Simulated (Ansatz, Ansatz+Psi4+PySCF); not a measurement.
```xyz
4

B     0.0000    0.0000    0.0000
H     1.1100    0.0000    0.0000
H    -0.5550    0.9613    0.0000
H    -0.5550   -0.9613    0.0000
```

Basis set: cc-pVTZ (spherical functions). Correlated methods keep 1 orbital frozen. Charge 0, multiplicity 1.

Computed with Ansatz (development build ahead of 0.2.0); each method stands on the lowest determinant of its kind that the runs found. Restricted open shells among the atoms or ions are ROHF, correlated in semicanonical orbitals with singles.

Q: Give the atomization energy at this shape (free ground-state atoms in the same class of orbitals less the molecule, no zero-point energy) of singlet BH₃ by RHF-MP2, RHF.

A:

```csv
method,atomization energy
RHF-MP2,11.66 eV
RHF,9.88 eV
```

Caution: the shape is not the minimum.
